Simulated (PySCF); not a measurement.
Compound: TiN (doublet state).
Cartesian coordinates in Å at the PBE0-D3(BJ)/def2-SVP level; atoms count from 1:
```
atom  x, y, z in Å
N1     0.770   -0.006   -0.006
Ti2   -0.764    0.008   -0.023
```

The calculation used PySCF 2.14.0, PBE0-D3(BJ)/def2-SVP geometry optimisation, gas phase.

Take the most abundant isotopes and a rigid rotor. 

(1) What are the moment of inertia and the rotational constant?

Results:

(1) I = 25.521 u·Å², B = 505379 MHz·u·Å²/I = 19803 MHz (0.6605 cm⁻¹, or 0.950 K as hB/k). For two atoms I = μr² with μ = 10.8379 u and r = 1.5345 Å.

If the electronic state has orbital angular momentum about the axis (Π, Δ; not determined here), the simple ladder of levels BJ(J+1) doesn't apply.

No frequency check. ⟨S²⟩ = 0.754 (exact for a doublet: 0.75). Constants of a rigid frame at the computed geometry: no zero-point averaging, no centrifugal distortion.

Time: 4.6 s wall. Hardware: x86-64 server, one thread, shared host. This is the geometry optimisation.

***

Compound: [TaCl6]- (charge -1 and singlet state).
SMILES: `[Cl][Ta-]([Cl])([Cl])([Cl])([Cl])[Cl]`

Method used: PBE0-D3(BJ)/def2-SVP geometry optimisation, gas phase, def2 core potentials past Kr in PySCF 2.14.0.

Take the most abundant isotopes and a rigid rotor. 

Q: Give the principal moments of inertia and the rotational constants in cm⁻¹.

A: Ia = 785.84, Ib = 786.13, Ic = 786.23 u·Å²; 505379 MHz·u·Å²/I gives 643.1, 642.9 and 642.8 MHz, that is A = 0.02145, B = 0.02144, C = 0.02144 cm⁻¹.

Q: Classify the top.

A: A spherical top, as the point group Oh requires three equal moments.

The point group Oh allows no dipole (computed: 0.00 D (about the centre of mass, as the species is charged)), so a rigid rotor has no electric-dipole lines.

PBE0-D3(BJ)/def2-SVP frequencies: not computed here. The geometry's basis has no diffuse functions, a weakness for an anion. Constants of a rigid frame at the computed geometry: no zero-point averaging, no centrifugal distortion.
